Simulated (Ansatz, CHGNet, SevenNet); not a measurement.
GaS (P6₃/mmc, No. 194): properties by level of theory

| level (code) | lattice parameter a (Å) | c axis length (Å) |
|---|---|---|
| CHGNet 0.3.0 | [?] | [?] |
| SevenNet-0 | 3.635 | [?] |
| HSE06 (Ansatz) | 3.599 | [?] |

Q: Some entries are withheld; supply them.

A: 
- CHGNet 0.3.0, lattice parameter a (Å): 3.641
- CHGNet 0.3.0, c axis length (Å): 16.315
- SevenNet-0, c axis length (Å): 17.403
- HSE06 (Ansatz, a program for electronic structure), c axis length (Å): 17.318

Caveats: the cell comes from a level without a dispersion term, which matters for the spacing of layers, chains or molecules (HSE06). Ansatz's density-functional and Hartree–Fock values are scalar-relativistic unless marked +SOC, with PAW data made under PBE.

The computed numbers hold no vibrational or temperature effects.
